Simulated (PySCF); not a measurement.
# C3H7F: the cost of one run

Computed with PySCF 2.14.0, with density-fitted response routines of our own, on a single molecule in the gas phase. Atoms count from 0, in the outputs and in this text.

## 1. The molecule as given

11 atoms, charge 0, multiplicity 1; geometry from: MMFF94s. The atoms were then displaced at random by about 0.03 Å, so the start is not that level's minimum.

Bonds of the start (Å): C0–C1 1.51, C1–C2 1.47, C1–F3 1.37, C0–H4 1.03, C0–H5 1.04, C0–H6 1.16, C1–H7 1.10, C2–H8 1.18, C2–H9 1.07, C2–H10 1.10.

## 2. Optimising the geometry at PBE0-D3(BJ)/def2-SVP

The job: settings as JSON, then the geometry in Å.

```
{"job": {"xc": "PBE0", "basis": "def2-SVP", "d3": "d3bj", "grid": 1, "shake": 0.03, "kind": "geom"}, "charge": 0, "multiplicity": 1}
C     -1.123420    -0.524000     0.220530
C     -0.136560     0.532610    -0.220460
C      1.217670    -0.039240    -0.134320
F     -0.096580     1.635520     0.598250
H     -1.047450    -0.775630     1.216870
H     -1.185710    -1.323150    -0.434970
H     -2.146540     0.008530     0.147800
H     -0.262760     0.909850    -1.249630
H      1.494910    -0.311440     0.980400
H      1.391280    -0.911270    -0.728280
H      1.993220     0.712720    -0.365290
```

On the command line:

```bash
OMP_NUM_THREADS=1 python probes_run.py task.json out
```

The driver reads the jobs from task.json and runs them one after another.

Q: Estimate the wall time and peak memory of this first job on 1 thread of Intel Xeon Platinum 8375C at 2.90GHz, shared host.

About 19 s, with a peak of 0.38 GiB.
